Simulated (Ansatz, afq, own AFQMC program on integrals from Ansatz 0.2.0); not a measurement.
## Si$_{2}$H$_{3}$⁺, triplet: AFQMC among the cluster methods

```
atom   x (Å)    y (Å)    z (Å)
  Si  0.0000   0.0235   1.0897
  Si  0.0000  -0.0769  -1.1897
   H  0.0000   1.2166   1.9857
   H  0.0000  -1.1800   1.9697
   H  0.0000   1.4507  -1.1705
```

Connectivity, by distances: SiH2–SiH.

Basis cc-pVDZ. Noble-gas cores (and the filled d shells of Ga–Kr and In–Xe) are frozen. Integrals, coupled cluster, full CI and functionals: Ansatz 0.2.0; the random walks run on the same integrals in our own AFQMC program. ph-AFQMC/CISD is guided by a CISD state made of CCSD amplitudes; releasing the constraint for a short imaginary time cuts its bias at the price of noise, slowly where states lie close. Error bars are statistical, one sigma.

Determinant: UHF, the one that the program's search chose, which needn't be the lowest solution. The geometry is a PBE0/def2-TZVP stationary point of this or a neighbouring charge and spin state.

No full CI on the walks' own integrals is used here; CCSDT(Q) serves as the reference and is uncertain by about the last step of the cluster series.

Cautions: lower spins were not checked.

* T1 diagnostic: 0.0270
* weight of the determinant in the CISD state: 0.870
* ⟨S²⟩ of the determinant: 2.008
* size of the correlated space: 10 electrons in 41 orbitals

```
  level  correlation energy (eV)
    MP2                  -3.9215
   CCSD                  -4.9894
CCSD(T)                  -5.1498
```

**Question.** Estimate where AFQMC with the constraint released lies against CCSD(T) on the same integrals.

**Answer.** 4.8 ± 0.2 kJ/mol below CCSD(T).

Reference: CCSDT(Q), correlation energy -5.204 eV. The released energy is read at 2.40 1/Eh (meV from the phaseless value at times in 1/Eh: -8 ± 3 at 0.24, -10 ± 3 at 0.51, -13 ± 3 at 0.99, -19 ± 3 at 1.62, -16.5 ± 2.1 at 2.40).

```tsv
level	E − E(reference) (kJ/mol)	share of correlation (%)
CCSD(T)	5.2	98.96
CCSDT	0.8	99.84
ph-AFQMC/CISD	2.0 ± 0.3	99.60
released AFQMC	0.4 ± 0.2	99.92
```

A walk keeps the symmetry of its determinant, which the program's search chose and which needn't be the lowest solution, so a lower state of the same spin and another symmetry isn't excluded. Released energies are given only where the last usable release times agree within the noise; a slower fall can still hide under it.
